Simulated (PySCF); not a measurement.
Compound: 5-methylthiazole, C4H5NS.
Bonds: C1–C2, C2–C3 (aromatic), C3–N4 (aromatic), N4–C5 (aromatic), C5–S6 (aromatic), C2–S6 (aromatic). Hydrogens: H7, H8, H9 on C1; H10 on C3; H11 on C5.

Computed, not measured: PBE0-D3(BJ)/def2-TZVP geometry optimisation, gas phase (PySCF 2.14.0).

Give the optimised bond lengths and angles.

```csv
bond,length (pm)
C1–C2,148.7
C2–C3,136.3
C3–N4,136.4
N4–C5,129.4
C5–S6,171.9
C2–S6,171.8
"C1–H7, C1–H8, C1–H9",109.2
C3–H10,108.3
C5–H11,108.2
```

Bonds in one row agree within 1 pm and their mean is given. A selection of angles:
```csv
angle,degrees
C2–C1–H7,111.8
C2–C1–H9,109.5
H7–C1–H8,107.6
C1–C2–C3,128.6
C1–C2–S6,123.1
C3–C2–S6,108.2
C2–C3–N4,116.7
C2–C3–H10,123.9
N4–C3–H10,119.4
C3–N4–C5,110.3
N4–C5–S6,114.8
N4–C5–H11,124.2
S6–C5–H11,121.0
C2–S6–C5,89.9
```

The C–N distances run from 1.294 Å (N4–C5, aromatic) to 1.364 Å (C3–N4, aromatic), a spread of 0.070 Å. The 2 C–C bonds span 1.363 Å (C2–C3, aromatic) to 1.487 Å (C1–C2, drawn single), a spread of 0.124 Å. S6 (thiophene-type sulfur) is bent (angle 89.9°). The 5-membered ring C2–C3–N4–C5–S6 has internal angles of 89.9° to 116.7°; it is planar, 0.00 Å rms from its mean plane, widest ring torsion 0°. The 6 heavy atoms lie in one plane (0.001 Å rms).

Point group: Cs (every atom within 0.08 Å of its image). No PBE0-D3(BJ)/def2-TZVP frequencies stand behind this structure, so it isn't proved a minimum.
